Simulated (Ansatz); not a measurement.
```yaml
crystal:
  periodic: [false, false, false]
  atoms:
    - {symbol: O, position_ang: [0.188308, 0.470090, 1.120184]}
    - {symbol: N, position_ang: [0.079777, -0.071816, 0.089168]}
    - {symbol: O, position_ang: [0.476620, -1.068612, -0.377039]}
    - {symbol: F, position_ang: [-0.744705, 0.670339, -0.832313]}
basis:
  gaussian: {orbitals: cc-pVTZ}
hamiltonian: {xc: {name: HF}}
correlation: {method: mp2, frozen_orbitals: {O: 9}}
accuracy: high
output: {forces: true}
```

```sh
$ ansatz run in.yaml --threads 4 --pin off --events-out ev --progress --plain --max-ram 10444MiB
```

Output, abridged:

```
Functional definition: HF
Error: "frozen_orbitals" has no count for N
```

Q: Something in this input is off. What?

A: Frozen orbitals are typed for one element alone, and the program wants a count for each. The input was rejected before any iteration.
